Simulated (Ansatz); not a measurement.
## [SiH3]+ (SMILES [SiH3+]): the energy, rung by rung

The species is [SiH3]+ (4 atoms), meant as a singlet with charge +1. SMILES: `[SiH3+]`. Geometry: relaxed at PBE0-D4/def2-TZVP.

```xyz
4

Si    0.0000    0.0000    0.0000
H     0.6869    0.6754    1.1130
H    -0.1184   -1.4672   -0.0099
H    -0.5685    0.7917   -1.1031
```

Quantity: the energy change with the Si1–H3 bond stretched from 1.472 to 1.840 Å, in eV. The values are calculated.

```tsv
level	kind	program	value (eV)	less CCSDT/6-31G*
HF/6-31G* (spherical functions) (restricted)	Hartree–Fock	Ansatz	1.03	+0.24
SVWN5/6-31G* (spherical functions) (restricted)	LDA	Ansatz	0.69	-0.10
PBE/6-31G* (spherical functions) (restricted)	GGA	Ansatz	0.72	-0.07
BHLYP/6-31G* (spherical functions) (restricted)	global hybrid	Ansatz	0.93	+0.14
wB97X/6-31G* (spherical functions) (restricted)	range-separated hybrid	Ansatz	0.89	+0.10
B2PLYP/6-31G* (spherical functions) (restricted)	double hybrid	Ansatz	0.87	+0.08
MP2/6-31G* (spherical functions) (restricted)	perturbation theory	Ansatz	0.90	+0.11
CCSDT/6-31G* (spherical functions) (restricted)	coupled cluster or CI	Ansatz	0.79	0.00
FCI/3-21G	exact in the basis	Ansatz	0.65	-0.14
```

CCSDT/6-31G* (spherical functions) (restricted) is the highest level here, not the true value. The first shape isn't each level's own minimum. The values span 0.65 to 1.03 eV. High-level rows in very small sets aren't better than simpler rows in larger ones.
